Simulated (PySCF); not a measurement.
## Telling isomers of C₅H₅F apart by NMR

- spin–spin couplings from B3LYP/pcJ-1 (spin–dipole term left out of most H,H and C,H couplings)
- σ from GIAO-PBE0/pcSseg-1
- structure optimised with PBE0-D3(BJ)/def2-SVP
- run in PySCF 2.14
- isolated molecule, one computed conformer, equivalent nuclei averaged, relativity neglected

Referencing at the same level of theory: TMS for $^{1}$H (σ = 31.27 ppm), $^{13}$C (σ = 184.41 ppm). Multiplet labels drop J under 1 Hz and among equivalent protons, and merge close values. Unscaled 3J(H,H) run several per cent high. One-bond C–F couplings are unscaled and too large by tens of Hz. Shifts are as computed. Against solution values, carbons near 30 ppm lie about +2 ppm off and those near 130 ppm about +5 ppm. Of 1211 compounds with measured shifts, 218 miss one by over three times the rms of a fit or turn the order of signals round; such compounds aren't used in these exercises.

(1) Tabulate the signals of `FC1=CC=CC1`, `CC(F)=C1C=C1`, `C=C(F)C#CC`, `C=C(F)C1=CC1`, `FC1=CCC=C1` and their relative energies.

(2) What is the quickest way to tell FC1=CC=CC1 from FC1=CCC=C1?

(3) What is the quickest way to tell FC1=CC=CC1 from C=C(F)C1=CC1?

(4) What is the quickest way to tell CC(F)=C1C=C1 from C=C(F)C#CC?

Results:

(1) 
| SMILES | carbon types | δC | δH | E rel. (kcal/mol) |
| --- | --- | --- | --- | --- |
| FC1=CC=CC1 | 1×C 3×CH 1×CH2 | 179.4, 140.0, 126.7, 112.3, 39.9 | 6.50 (m, 1H), 5.92 (dtd, 1H), 5.83 (ddq, 1H), 2.96 (td, 2H) | 1.0 |
| CC(F)=C1C=C1 | 2×C 2×CH 1×CH3 | 137.6, 130.7, 130.3, 97.4, 19.1 | 8.17 (dd, 1H), 7.76 (dd, 1H), 2.05 (d, 3H) | 54.7 |
| C=C(F)C#CC | 3×C 1×CH2 1×CH3 | 156.0, 106.5, 96.2, 77.9, 5.1 | 5.17 (dd, 1H), 4.95 (dd, 1H), 2.06 (d, 3H) | 31.3 |
| C=C(F)C1=CC1 | 2×C 1×CH 2×CH2 | 165.6, 118.5, 115.6, 107.9, 10.1 | 7.25 (d of quint, 1H), 5.45 (dt, 1H), 5.12 (dt, 1H), 1.42 (d, 2H) | 46.9 |
| FC1=CCC=C1 | 1×C 3×CH 1×CH2 | 172.9, 143.0, 135.6, 109.4, 39.5 | 6.64 (m, 1H), 6.56 (m, 1H), 5.72 (qdd, 1H), 3.05 (ddt, 2H) | 0.0 |

Energies are electronic energies at PBE0/pcSseg-1 on these geometries, without zero-point or thermal terms, each for the one conformer computed, which needn't be the lowest.

(2) Both give the same number of carbon signals, with the same numbers of each carbon type, so the positions decide. The first has an alkene CH at 126.7 ppm, the second a fully substituted alkene carbon (C) at 172.9 ppm. Their most deshielded carbons lie at 179.4 and 172.9 ppm.

(3) Both give the same number of carbon signals, but DEPT or the intensities differ. The first has an allylic sp3 CH2 at 39.9 ppm, the second a terminal =CH2 carbon at 107.9 ppm. Their most deshielded carbons lie at 179.4 and 165.6 ppm. In the proton spectra the most deshielded non-exchanging signals are 6.50 (m, 1H) and 7.25 (d of quint, J = 5.7, 1.3 Hz, 1H).

(4) Both give the same number of carbon signals, but DEPT or the intensities differ. The first has an alkene CH at 137.6 ppm, the second a terminal =CH2 carbon at 106.5 ppm. Their most deshielded carbons lie at 137.6 and 156.0 ppm. In the proton spectra the most deshielded non-exchanging signals are 8.17 (dd, J = 6.4, 2.5 Hz, 1H) and 5.17 (dd, J = 8.1, 1.9 Hz, 1H).
